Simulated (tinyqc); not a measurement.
Starting guesses with DIIS over 6 matrices: SCF starting guesses in the sto-3g basis, for CH, spin multiplicity 4. Computed by the program tinyqc with PySCF. UHF with one setting changed at a time; a run stops when the energy changes by less than 1e-09 hartree and the error matrix is below 1e-5. Starts: the lowest orbitals of the core Hamiltonian, of the Wolfsberg-Helmholz matrix (K = 1.75), projected atomic densities, random orbitals, and the highest orbitals of the core Hamiltonian (a deliberately bad start).

Geometry (angstrom):

| atom | x | y | z |
|---|---|---|---|
| C | 0.0000 | 0.0000 | 0.0000 |
| H | 0.0000 | 0.0000 | 1.6000 |

lowest solution found by these runs and by PySCF with stability checks = -37.694853 hartree

Largest element of the error matrix X^T (FDS - SDF) X:

| iteration | core | Wolfsberg-Helmholz | atomic densities | random | highest core orbitals |
|---|---|---|---|---|---|
| 1 | 1.8e-01 | 2.5e-01 | 2.0e-01 | 2.9e+00 | 9.6e-02 |
| 2 | 2.5e-02 | 5.1e-02 | 7.9e-02 | 2.0e-01 | 3.0e-01 |
| 3 | 1.6e-02 | 2.4e-02 | 3.4e-02 | 9.4e-02 | 2.7e-01 |
| 4 | 1.7e-02 | 1.6e-02 | 1.7e-02 | 4.3e-02 | 2.5e-01 |
| 5 | 1.7e-02 | 1.6e-02 | 6.9e-04 | 1.9e-02 | 2.2e-01 |
| 6 | 1.4e-02 | 1.1e-02 | 4.4e-05 | 9.4e-03 | 2.3e-01 |
| 8 | 3.7e-04 | 1.8e-02 | 7.7e-06 | 1.5e-03 | 1.7e-03 |
| 10 | 1.5e-04 | 1.6e-02 | - | 2.6e-04 | 2.7e-05 |
| 14 | - | 6.1e-02 | - | 7.5e-07 | - |
| 20 | - | 7.0e-05 | - | - | - |

How each run ends:

| run | iterations | E (hartree) | state |
|---|---|---|---|
| core | 13 | -37.694853 | lowest found |
| Wolfsberg-Helmholz | 23 | -37.694853 | lowest found |
| atomic densities | 9 | -37.694853 | lowest found |
| random | 14 | -37.694853 | lowest found |
| highest core orbitals | 12 | -37.293016 | higher |

What does the comparison show, and why?

4 of 5 runs reach the lowest solution found, in 9 to 23 iterations (fastest: atomic densities). Ending on a higher stationary point: highest core orbitals; a small error matrix cannot reveal that, and an occupation fixed by the start is kept by symmetry or by the shape of the basin. The first errors are 2e-01, 2e-01, 2e-01, 3e+00, 1e-01; the deliberately bad start has the smallest one, so a small first error does not mark a good start.
